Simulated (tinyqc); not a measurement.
Worked calculation (part 2 of 2): UKS/PBE in the sto-3g basis, for LiH+, spin multiplicity 2. Computed by tinyqc, a small Python program that keeps every step (integrals from PySCF). Command: `OMP_NUM_THREADS=1 python tinyqc.py 28381 28382 out.jsonl` (the two numbers bound the seeds that draw the settings). One thread of a shared host (Intel(R) Xeon(R) Processor @ 2.60GHz), about 2 s of CPU time with the checks.

Geometry (angstrom):
```
atom        x        y        z
Li    0.00000  0.00000  0.00000
H     0.00000  0.00000  1.49400
```

## Iteration 8 (converged): orbitals

converged F(alpha) (hartree), lower triangle:
```
           1Li 1s    1Li 2s   1Li 2px   1Li 2py   1Li 2pz     2H 1s
1Li 1s   -2.14498
1Li 2s   -0.59491  -0.47051
1Li 2px   0.00000   0.00000  -0.21409
1Li 2py   0.00000   0.00000   0.00000  -0.21409
1Li 2pz  -0.00480  -0.08537   0.00000   0.00000  -0.30327
2H 1s    -0.21552  -0.33293   0.00000   0.00000  -0.36755  -0.58754
```

converged F(beta) (hartree), lower triangle:
```
           1Li 1s    1Li 2s   1Li 2px   1Li 2py   1Li 2pz     2H 1s
1Li 1s   -2.14116
1Li 2s   -0.59327  -0.41681
1Li 2px   0.00000   0.00000  -0.17741
1Li 2py   0.00000   0.00000   0.00000  -0.17741
1Li 2pz  -0.00340  -0.03033   0.00000   0.00000  -0.21655
2H 1s    -0.21327  -0.23369   0.00000   0.00000  -0.21240  -0.13955
```

X:
```
                1         2         3        4         5        6
1Li 1s    0.13663   0.80908   0.00000  0.00000   0.59653  0.18255
1Li 2s   -0.81399  -0.62251   0.00000  0.00000   0.46394  0.36522
1Li 2px   0.00000   0.00000   0.76658  0.64215   0.00000  0.00000
1Li 2py   0.00000   0.00000  -0.64215  0.76658   0.00000  0.00000
1Li 2pz  -0.96414   0.42988   0.00000  0.00000  -0.51158  0.38279
2H 1s     1.23780  -0.16383   0.00000  0.00000  -0.15923  0.51819
```

Diagonalise F' = X^T F X, C = X C', fill 2 alpha and 1 beta electrons from the bottom; D(s) = C_occ C_occ^T. Each column has its largest component positive (the first on a tie).

F' = X^T F X (alpha) (hartree), lower triangle:
```
          1         2         3         4         5         6
1  -0.05902
2  -0.05871  -0.97564
3   0.00000   0.00000  -0.21409
4   0.00000   0.00000   0.00000  -0.21409
5   0.01350  -0.85835   0.00000   0.00000  -1.21440
6  -0.12714  -0.32838   0.00000   0.00000  -0.38649  -0.75291
```

orbital energies (alpha) (hartree): MO1 -2.14858, MO2 -0.59093, MO3 -0.24197, MO4 -0.21409, MO5 -0.21409, MO6 -0.02050

coefficients C (alpha):
```
             MO1       MO2       MO3      MO4       MO5       MO6
1Li 1s   0.98805  -0.13883  -0.24730  0.00000   0.00000  -0.07596
1Li 2s   0.04317   0.17941   0.96900  0.00000   0.00000   0.65247
1Li 2px  0.00000   0.00000   0.00000  0.45783   0.88904   0.00000
1Li 2py  0.00000   0.00000   0.00000  0.88904  -0.45783   0.00000
1Li 2pz  0.00192   0.20097  -0.38247  0.00000   0.00000   1.15582
2H 1s    0.00631   0.80351  -0.24303  0.00000   0.00000  -1.07151
```

F' = X^T F X (beta) (hartree), lower triangle:
```
          1         2         3         4         5         6
1   0.25974
2  -0.10028  -0.95663
3   0.00000   0.00000  -0.17741
4   0.00000   0.00000   0.00000  -0.17741
5  -0.05825  -0.84695   0.00000   0.00000  -1.18332
6   0.07513  -0.37967   0.00000   0.00000  -0.46261  -0.49728
```

orbital energies (beta) (hartree): MO1 -2.14454, MO2 -0.30719, MO3 -0.21099, MO4 -0.17741, MO5 -0.17741, MO6 0.28523

coefficients C (beta):
```
             MO1       MO2       MO3       MO4      MO5       MO6
1Li 1s   0.98861  -0.23131   0.16800   0.00000  0.00000   0.05809
1Li 2s   0.04278   0.70790  -0.65748   0.00000  0.00000  -0.68081
1Li 2px  0.00000   0.00000   0.00000   0.76665  0.64206   0.00000
1Li 2py  0.00000   0.00000   0.00000  -0.64206  0.76665   0.00000
1Li 2pz  0.00141   0.38848   0.72914   0.00000  0.00000  -0.91653
2H 1s    0.00210   0.29493   0.15262   0.00000  0.00000   1.32007
```

D(alpha) after iteration 8, lower triangle:
```
           1Li 1s   1Li 2s  1Li 2px  1Li 2py  1Li 2pz    2H 1s
1Li 1s    0.99552
1Li 2s    0.01774  0.03405
1Li 2px   0.00000  0.00000  0.00000
1Li 2py   0.00000  0.00000  0.00000  0.00000
1Li 2pz  -0.02600  0.03614  0.00000  0.00000  0.04039
2H 1s    -0.10532  0.14443  0.00000  0.00000  0.16149  0.64567
```

D(beta) after iteration 8, lower triangle:
```
          1Li 1s   1Li 2s  1Li 2px  1Li 2py  1Li 2pz    2H 1s
1Li 1s   0.97734
1Li 2s   0.04229  0.00183
1Li 2px  0.00000  0.00000  0.00000
1Li 2py  0.00000  0.00000  0.00000  0.00000
1Li 2pz  0.00139  0.00006  0.00000  0.00000  0.00000
2H 1s    0.00207  0.00009  0.00000  0.00000  0.00000  0.00000
```

Within a degenerate level the vectors are fixed only up to a rotation; this is one choice.

## Convergence

Stop when the energy changes by less than 1e-10 hartree and every element of the error matrix X^T (F D S - S D F) X (for each spin) is below 3e-06.

Course of the cycle:
```
iteration  E (hartree)     change  largest element of the error matrix
1           -1.2268026          -                             5.94e-02
2           -7.5801070  -6.35e+00                             1.01e-01
3           -7.6199441  -3.98e-02                             1.34e-02
4           -7.6204170  -4.73e-04                             2.02e-03
5           -7.6204262  -9.15e-06                             2.88e-04
6           -7.6204264  -1.79e-07                             4.07e-05
7           -7.6204264  -3.56e-09                             5.75e-06
8           -7.6204264  -7.07e-11                             8.11e-07
```

PySCF UKS in the same basis, fine grid, after a stability check = -7.6241952 hartree

Converged in 8 iterations. The coarse grid moves the energy by +3.77e-03 hartree.

## Populations, bond orders and dipole

overlap S, lower triangle:
```
          1Li 1s   1Li 2s  1Li 2px  1Li 2py  1Li 2pz    2H 1s
1Li 1s   1.00000
1Li 2s   0.24114  1.00000
1Li 2px  0.00000  0.00000  1.00000
1Li 2py  0.00000  0.00000  0.00000  1.00000
1Li 2pz  0.00000  0.00000  0.00000  0.00000  1.00000
2H 1s    0.08331  0.42176  0.00000  0.00000  0.53109  1.00000
```

Mulliken: Z minus the diagonal of D S on the atom; Loewdin: the same with S^(1/2) D S^(1/2); Mayer order: 2 sum_s sum (D(s) S)_ij (D(s) S)_ji over the two atoms.

Charges (e):
```
atom  Mulliken  Loewdin  Mulliken spin
1Li    0.78379  0.71240        0.21664
2H     0.21621  0.28760        0.78336
```

Mayer bond orders:
```
pair    order
2-1   0.33960
```

dipole moment about the origin, x y z (debye): 0.00000  0.00000  0.39734

<S^2> of the determinant (pure state: 0.75) = 0.75000
